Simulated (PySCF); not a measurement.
**C₄H₇F: NMR shifts and spin-spin couplings**

Aim: predict the NMR shifts and spin-spin couplings of C₄H₇F (`C/C=C\CF`).

Programs: PySCF 2.14.0, with density-fitted response routines of our own. Each step states its level of theory. These are calculated values for one molecule in the gas phase, unless marked as measured. Atoms are numbered from 0 throughout.

**1. The molecule as given**

12 atoms, charge 0, multiplicity 1; geometry from: GFN2-xTB.

Bonds of the start (Å): C0–C1 1.49, C1–C2 1.32, C2–C3 1.50, C3–F4 1.37, C0–H5 1.09, C0–H6 1.09, C0–H7 1.09, C1–H8 1.08, C2–H9 1.08, C3–H10 1.10, C3–H11 1.10.

**2. Nuclear shieldings: PBE0/pcSseg-1**

Job settings and geometry (Å):

```
{"job": {"kind": "nmr", "xc": "PBE0", "basis": "pcSseg-1"}, "charge": 0, "multiplicity": 1}
C     -1.468009    -0.078922    -0.669112
C     -0.568642     0.888171     0.027217
C      0.648323     0.631426     0.478495
C      1.347737    -0.689100     0.377541
F      2.557275    -0.639777     1.027150
H     -1.531011     0.172036    -1.728290
H     -1.111721    -1.100730    -0.577819
H     -2.473819    -0.016377    -0.256924
H     -0.970104     1.885292     0.145779
H      1.230763     1.400101     0.965013
H      1.565673    -0.955894    -0.664477
H      0.774732    -1.496912     0.849400
```

With the program's defaults for keys left out, this is: GIAO PBE0/pcSseg-1 NMR shielding, non-relativistic, gas phase.

**Question.** This job is followed by: B3LYP/pcJ-1 indirect spin-spin coupling, non-relativistic, gas phase. Predict these results of the whole session: 13C shifts against TMS (PBE0/pcSseg-1); 1H shifts against TMS (PBE0/pcSseg-1, means over atoms taken as alike); 19F shifts against CFCl3 (PBE0/pcSseg-1); largest coupling of the table (B3LYP/pcJ-1).

The runs gave:

| quantity | value |
| --- | --- |
| 13C shifts against TMS (PBE0/pcSseg-1) | 138.1, 131.1, 85.1, 17.0 ppm |
| 1H shifts against TMS (PBE0/pcSseg-1, means over atoms taken as alike) | 6.06, 5.70, 5.57, 1.66 ppm |
| 19F shifts against CFCl3 (PBE0/pcSseg-1) | -260.5 ppm |
| largest coupling of the table (B3LYP/pcJ-1) | 1J(C,F) C3–F4, -216.5 Hz |

**Reading.** At PBE0/pcSseg-1: The largest span, 221 ppm, is at C1, where the paramagnetic term is -201 ppm. In the run at B3LYP/pcJ-1, the largest coupling of the table is C3–F4, -216.5 Hz, of which the Fermi-contact term gives -270.5 Hz. Couplings across rotatable bonds belong to this one conformer; where others are populated, the observed values are averages.
